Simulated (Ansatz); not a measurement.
**BNH (doublet): wave-function methods side by side at distance B1–H3 = 2.637 Å, 6-31G**

An exercise on one series of results from a longer session: the logs are not shown, and one member is left open.

The runs use Ansatz 0.2.0, Gaussian basis; 6-31G, core rule «outside noble gas», up to 2 orbitals frozen.

The runs, in order: UHF; CCSD(T) on ROHF; CCSD(T) on UHF; BCCD(T) on ROHF; CISD as a restricted active space (open shells left free, so some higher excitations enter); CCSDT(Q) on ROHF; CCSDT(Q) on UHF; CISDTQ; CCSDTQ on ROHF; CASSCF and MRCISD+Q, 3 electrons in 3 orbitals; CASSCF and NEVPT2, 3 electrons in 3 orbitals; CASSCF and MRCISD+Q, 9 electrons in 9 orbitals; CASSCF and NEVPT2, 9 electrons in 9 orbitals; Full CI; Full CI in the symmetry of the determinant.

18 further runs of the same task are left out: 11 that didn't finish, 7 set aside as unsound or not needed. Runs told in other sessions of the task aren't counted.

## What is computed

The geometry derives from a PBE0/def2-TZVP stationary point (not a proven minimum). One bond is set to the value named and the two fragments are kept rigid.

3 atoms, charge 0, spin multiplicity 2.

Atoms are counted from 1 here; the program's logs count them from 0.

Bond lengths: B1–N2 1.306 Å.

The first run:

File in.yaml:

```yaml
crystal:
  periodic: [false, false, false]
  atoms:
    - {symbol: B, position_ang: [0.000000, 0.000000, -0.443779]}
    - {symbol: N, position_ang: [0.000000, 0.000000, -1.749441]}
    - {symbol: H, position_ang: [0.000000, 0.000000, 2.193221]}
basis:
  gaussian: {orbitals: 6-31G}
magnetization: {spin_polarized: true, initial_magnetization: 1}
hamiltonian: {xc: hf}
output: {orbitals: {seedname: orbitals}}
```

Run with:

```bash
ansatz run in.yaml --threads 1 --pin off --events-out ev --progress --plain --max-ram 2393MiB
```

Among the steps run: UHF; CCSD(T) on ROHF; CCSD(T) on UHF; BCCD(T) on ROHF; CISD as a restricted active space (open shells left free, so some higher excitations enter); CCSDT(Q) on ROHF; CCSDT(Q) on UHF; CISDTQ; CCSDTQ on ROHF; CASSCF and MRCISD+Q, 3 electrons in 3 orbitals; CASSCF and NEVPT2, 3 electrons in 3 orbitals; CASSCF and MRCISD+Q, 9 electrons in 9 orbitals; CASSCF and NEVPT2, 9 electrons in 9 orbitals; Full CI; Full CI in the symmetry of the determinant.

One of the session's tables, all rows but one given; the rest of the session is left out.

```
          method  from FCI (meV)
             UHF         +4213.9
            UMP2          +870.8
           UCCSD          +317.7
        UCCSD(T)               ?
          UCCSDT           +37.3
       UCCSDT(Q)            -3.0
     CASSCF pair         +4074.8
     NEVPT2 pair          +628.2
     MRCISD pair          +389.2
   MRCISD+Q pair           +50.9
  CASSCF valence         +1323.0
  NEVPT2 valence          +345.3
  MRCISD valence           +44.9
MRCISD+Q valence           +16.4
             FCI               0
```

Q: Estimate the row for UCCSD(T) from the others.

The run gave: from FCI (meV): +150.1. In the column «from FCI (meV)» it lies between MRCISD+Q pair (+50.9) and UCCSD (+317.7).

Left out of the table: ROHF, RMP2, CISD, RCCSD, RCCSD(T), BCCD(T), RCCSDT, CISDTQ, RCCSDT(Q), RCCSDTQ (another determinant or state than the rows shown).

Caveats from the session: The determinant of CCSD(T) (⟨S²⟩ 1.74) is far from a pure spin state, so its energy mixes those of several spin states; high orders of coupled cluster remove much of that, low ones don't. The determinant of CCSDT(Q) (⟨S²⟩ 1.74) is far from a pure spin state, so its energy mixes those of several spin states; high orders of coupled cluster remove much of that, low ones don't. The program flags UCCSD(T) as in doubt, so read those rows with care; the flags are large difference. UCCSDT(Q) falls below full CI: unrestricted runs freeze a spin-polarised core, another one than full CI's, and coupled cluster isn't variational. Levels on UHF freeze UHF's core orbitals, full CI those of ROHF, so the U rows can settle a little off it for that reason alone.
